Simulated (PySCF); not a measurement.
Isomers of C4H9ClO. The calculation used PySCF 2.14.0, PBE0-D3(BJ)/def2-SVP geometry optimisation, gas phase. One conformer each; no zero-point energy, no entropy. No frequencies were run at this level. Point groups hold within 0.08 Å.

Question: Rank from lowest to highest electronic energy at this level (kcal/mol).
A. `[CH3:1][O:2][CH2:3][CH2:4][CH2:5][Cl:6]` with C1–O2–C3–C4 174°, O2–C3–C4–C5 -60°, C3–C4–C5–Cl6 -65°
B. `[CH3:1][CH2:2][O:3][CH2:4][CH2:5][Cl:6]` with C1–C2–O3–C4 73°, C2–O3–C4–C5 170°, O3–C4–C5–Cl6 178°

Answer: A (0.0), B (0.8).

Neighbours under 2.5 kcal/mol apart (COCCCCl and CCOCCCl) can change places with a better method, another conformer or zero-point energy.

| SMILES | E (Eh) | E rel (kcal/mol) | dipole (D) | point group | A, B, C (MHz) |
| --- | --- | --- | --- | --- | --- |
| COCCCCl | -692.52500 | 0.0 | 1.69 | C1 | 5152, 1414, 1252 |
| CCOCCCl | -692.52377 | 0.8 | 1.95 | C1 | 9650, 985.5, 934.6 |

Question: As an exercise, what shares would exp(−E/RT) give at 500 K from these electronic energies alone (no entropy, no degeneracies)?

Answer: RT = 0.994 kcal/mol: COCCCCl 68.5 %, CCOCCCl 31.5 %.
